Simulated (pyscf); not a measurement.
Routes from H₂N–SiH₂–F (SMILES N[SiH2]F) + H₂O (SMILES O)

Candidate steps break at most two bonds and form at most two. Each was searched with GFN2-xTB (tblite) first. PySCF, gas phase, ωB97X-D3(BJ)/def2-SVP geometries. Correlated levels are frozen-core, on RHF or UHF. ΔMP2 is the change of the MP2 total energy from the triple- to the quadruple-zeta basis. Energies: CCSD(T)/def2-TZVPP + ΔMP2(QZVPP), eV, from the separated reactants, singlet surface; ΔG‡ with ideal gas, 1 atm, RRHO with modes under 100 cm⁻¹ raised to 100, one conformer, R ln 2 for chiral ones without a mode under 150 cm⁻¹.

| products | type | ΔE‡ | ΔE | ΔG‡ 298 K | ΔG‡ 900 K | ν‡ (cm⁻¹) |
|---|---|---|---|---|---|---|
| HO–SiH₂–F + NH₃ | four-centre exchange | 0.74 | -0.41 | 1.19 | 2.16 | 1136i |
| H₂N–SiH₂–OH + HF | four-centre exchange | 1.13 | +0.50 | 1.58 | 2.57 | 592i |

Row 1: On the reactant side the descent ends in a complex, 0.20 eV under the separated species and 0.80 eV under the saddle at ωB97X-D3(BJ)/def2-TZVP. On the product side the descent ends in an adduct with a N–Si contact, 0.19 eV under the separated species and 1.20 eV under the saddle at ωB97X-D3(BJ)/def2-TZVP. Row 2: On the product side the descent ends in a bound adduct, 0.41 eV under the separated species and 0.91 eV under the saddle at ωB97X-D3(BJ)/def2-TZVP. 

Plain bond fissions and candidates not yet searched are not listed, and one of them may be faster. Each barrier is that of the saddle found; lower ones may exist. The CCSD(T) − MP2 part came from Ansatz, without density fitting, on the same reference.
